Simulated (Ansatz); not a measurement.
Input file:

```yaml
crystal:
  periodic: [false, false, false]
  atoms:
    - {symbol: Zr, position_ang: [0.000000, 0.000000, 0.000000]}
    - {symbol: C, position_ang: [0.000000, 0.000000, 1.754600]}
basis:
  gaussian: {orbitals: def2-TZVPP}
total_charge: 1
magnetization: {spin_polarized: false, initial_magnetization: 3}
correlation: {method: ccsdt_q, electrons: outside_noble_gas}
```

```sh
$ ansatz run in.yaml --threads 2 --pin off --events-out ev --progress --plain --max-ram 15360MiB --backend cuda --devices 0, --max-vram 18GiB
```

(1) Roughly how long does this take on 2 threads of AMD EPYC 7R13 with a shared H100 80 GB, shared host, and how much host memory?

```
1072 factors; integrals over basis functions are off by at most 1.6e-7 eV
mean field evaluation 1: about -2276.3788 eV, gradient 4.7e1 eV
mean field evaluation 2: about -2276.5444 eV, gradient 4.7e1 eV
mean field evaluation 4: about -2283.7168 eV, gradient 9.6e0 eV
mean field evaluation 8: about -2284.2600 eV, gradient 1.2e0 eV
mean field evaluation 16: about -2284.4821 eV, gradient 7.5e-1 eV
mean field evaluation 32: about -2282.3490 eV, gradient 5.8e0 eV
mean field evaluation 64: about -2284.5910 eV, gradient 4.1e-1 eV
mean field evaluation 96: about -2284.6167 eV, gradient 5.1e-1 eV
mean field evaluation 128: about -2284.5730 eV, gradient 4.6e-1 eV
mean field evaluation 160: about -2284.4785 eV, gradient 9.4e-1 eV
...
cycle  39  -5.44346642 eV  change   -4.5e-6 eV  update   2.2e-6
cycle  40  -5.44346751 eV  change   -1.1e-6 eV  update   1.5e-6
cycle  41  -5.44346784 eV  change   -3.3e-7 eV  update   1.1e-6
cycle  42  -5.44346819 eV  change   -3.5e-7 eV  update   7.9e-7
cycle  43  -5.44346794 eV  change    2.5e-7 eV  update   5.8e-7
cycle  44  -5.44346806 eV  change   -1.1e-7 eV  update   4.9e-7
cycle  45  -5.44346816 eV  change   -1.1e-7 eV  update   4.3e-7
cycle  46  -5.44346840 eV  change   -2.4e-7 eV  update   4.0e-7
cycle   1  -5.44346679 eV  update   3.0e-7
cycle   2  -5.44346665 eV  change    1.4e-7 eV  update   2.4e-7
perturbative correction -0.02752738 eV, -0.0010116127 hartree
Total energy: -2290.09459580 eV, -84.1594241139 hartree
```

Answers

(1) 18 s wall and 0.94 GiB.
